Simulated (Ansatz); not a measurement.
Results of r²SCAN (PAW; Ansatz, a program for electronic structure) for rock-salt MgS.

Settings: plane-wave cutoff 600 eV, 12×12×12 k mesh, finite displacements, force constants from a 4×4×4 q mesh, scalar-relativistic PAW data made under PBE.

Computed at the level's own relaxed cell.

```xyz
2
Lattice="0.0000 2.6015 2.6015 2.6015 0.0000 2.6015 2.6015 2.6015 0.0000" Properties=species:S:1:pos:R:3 pbc="T T T"
Mg     0.0000     0.0000     0.0000
S      2.6015     2.6015     2.6015
```

Harmonic phonon frequencies (cm⁻¹; i marks an imaginary mode; at Γ without the LO shift):

```csv
q point,frequencies
Γ,(withheld)
```

### Question
Fill in the missing entries.

### Answer

- Γ, frequencies: 0 0 0 237 237 237

With the long-range field the LO mode at Γ lies at 407 cm⁻¹.

Measured, for comparison: zone-centre TO phonon frequency 240 cm⁻¹ (temperature not stated, no zero-point or thermal correction; as tabulated in Chmeruk and Núñez-Valdez (2023), arXiv:2212.11645). Computed (rounded) less measured: zone-centre TO phonon frequency -1 %.
